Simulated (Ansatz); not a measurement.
Basis-set extrapolation for C3H5FS, SMILES `C=CC(F)S` (PBE0-D4/def2-TZVP geometry, frozen core, Ansatz). Multiplicity 1, RHF reference.

```
                      def2-TZVPP   def2-QZVPP
                 HF  -613.553405  -613.574200
    MP2 correlation    -0.915974    -0.987717
CCSD(T) correlation    -0.997732      not run
```

Energies in hartree. Use E(X) = E(∞) + A·exp(−7.88·√X) for Hartree–Fock and E(X) = E(∞) + B·X^(−2.97) for correlation, with X = 3 and 4, and add CCSD(T) minus MP2 of the smaller set to the MP2 limit.

Task: What is the CCSD(T) energy at the basis-set limit?

Result: HF limit: -613.574200 + (-0.020795) × 0.13774 = -613.57706. MP2 limit: -0.987717 + (-0.071743) × 0.74074 = -1.04086. Higher-order term: -0.997732 − (-0.915974) = -0.08176. Total: -614.69968 hartree, 390.0 kJ/mol below CCSD(T)/def2-TZVPP.
